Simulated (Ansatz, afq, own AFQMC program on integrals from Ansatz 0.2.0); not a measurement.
Integrals from Ansatz 0.2.0, then the random walk in our own AFQMC program (afq).

```yaml
crystal:
  periodic: [false, false, false]
  atoms:
    - {symbol: Si, position_ang: [0.000000, 0.000000, 1.658754]}
    - {symbol: B, position_ang: [0.000000, 0.000000, -0.236394]}
    - {symbol: H, position_ang: [0.000000, 0.000000, -1.422360]}
basis:
  gaussian: {orbitals: cc-pVDZ}
magnetization: {spin_polarized: true, initial_magnetization: 2}
correlation: {method: ccsd_t, electrons: outside_noble_gas, hamiltonian_folder: ham}
```

```sh
$ ansatz run in.yaml --threads 1 --pin off --events-out ev --progress --plain --max-ram 24576MiB --backend cuda --devices 0, --max-vram 18GiB
```

afq runs on the folder ham with

```
--method free --trial mp1 --walkers 100 --time-step 0.05 --max-blocks 120 --target-error 0.00068 --factor-cut 1e-05 --seed 6154 --times 0.0,0.5,1.0,2.0,3.0,4.0 --taylor-order 8
```

Times are imaginary, in 1/Eh. The walk had a cap of 60 s.

Output of the walk:

```
orbitals 31  electrons 5 3  factors 225 of 362
reference energy -314.08965499 Eh
CCSD correlation -0.15990257 Eh in 10 cycles, weight of the determinant in the CISD state 0.8850
repeat  energy at the last time / Eh  error
    10  -314.257528  0.001640
    20  -314.258615  0.001001
    30  -314.258064  0.000849
    40  -314.257327  0.000742
    50  -314.256861  0.000632
time / (1/Eh)  energy / Eh  error  mean overlap
  0.00  -314.249630  0.000225  1.0955
  0.50  -314.253594  0.000302  1.0955
  1.00  -314.255066  0.000274  1.1010
  2.00  -314.256646  0.000300  1.1054
  3.00  -314.257503  0.000426  1.1036
  4.00  -314.256877  0.000618  1.1210
energy -314.256877 +/- 0.000618 Eh
```

The run passed its tests (error under three times the target), which doesn't prove that it has relaxed.

Against this walk (error 16.8 meV) on the same determinant: CCSD(T) 35.9 meV higher, CCSDT(Q) 14.0 meV lower (within the noise), CCSDTQ 15.3 meV lower (within the noise). The error is statistical, and a free projection of finite length keeps a remainder of its start. The last points scatter (meV from the last: 89 ± 8 at 0.50, 49 ± 7 at 1.00, 6 ± 8 at 2.00, -17 ± 12 at 3.00, 0 ± 17 at 4.00); the last is the one printed as the energy, and the gaps above move with that scatter.

Cautions: remainder of the start not in the error; the time-step error isn't removed.

The walk took 9 s on 1 × NVIDIA H100 80GB HBM3 with 2 threads of AMD EPYC 7R13 Processor (Zen 3) (shared host) (the card was shared). The log's last line is the free-projection energy.

CCSDT and higher add their correlation energy to the determinant of the CCSD(T) run, since their own runs factorise the integrals more tightly (a shift of under 2 meV). A walk keeps the symmetry of its determinant, which the program's search chose and which needn't be the lowest solution, so a lower state of the same spin and another symmetry isn't excluded.
